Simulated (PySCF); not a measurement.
A made-up structure of CH$_{3}$NSi, singlet:

```json
{"atom": "C1", "x (Å)": "-0.3866", "y (Å)": "-0.7602", "z (Å)": "-0.1037"}
{"atom": "N2", "x (Å)": "0.8811", "y (Å)": "-0.8676", "z (Å)": "0.3440"}
{"atom": "Si3", "x (Å)": "0.1294", "y (Å)": "0.5809", "z (Å)": "0.0212"}
{"atom": "H4", "x (Å)": "-1.0274", "y (Å)": "-1.4059", "z (Å)": "-0.3009"}
{"atom": "H5", "x (Å)": "0.6445", "y (Å)": "1.1739", "z (Å)": "-1.2470"}
{"atom": "H6", "x (Å)": "-0.2410", "y (Å)": "1.2789", "z (Å)": "1.2864"}
```

It is relaxed with PBE-D4/def2-SVP and then PBE0-D4/def2-TZVP (PySCF 2.14 with density fitting (its default auxiliary sets; JK sets also for MP2 and CCSD(T))). Atoms count as bonded within 1.22 times the sum of their covalent radii (H–H: 0.88 Å). The end point is not checked to be a true minimum.

Problem. Does its bonding change? (A judgement: the text doesn't fix the answer.)

Solution. Computed: No: no bond forms or breaks.

Where it ends: The first stage lowers the energy by 4.20 eV in 14 steps. It ends as CH₃NSi ([CH]1[N][SiH2]1):
```csv
atom,x (Å),y (Å),z (Å)
C1,-0.2325,-1.0290,-0.0350
N2,0.9455,-0.7647,0.3701
Si3,0.0268,0.7309,-0.0173
H4,-0.7167,-1.9975,-0.1653
H5,0.4051,1.4735,-1.2349
H6,-0.4228,1.5720,1.1086
```

Labels in which every atom is bracketed show which atoms are joined, not bond orders.

For scale, one of the runs: PBE0-D4/def2-TZVP relaxation, 117 basis functions, launched by `OMP_NUM_THREADS=2 python run.py`. The run took 35 s on 2 CPU threads of an Arm Neoverse V1 (shared host), with 1.1 GiB of host memory at its peak.
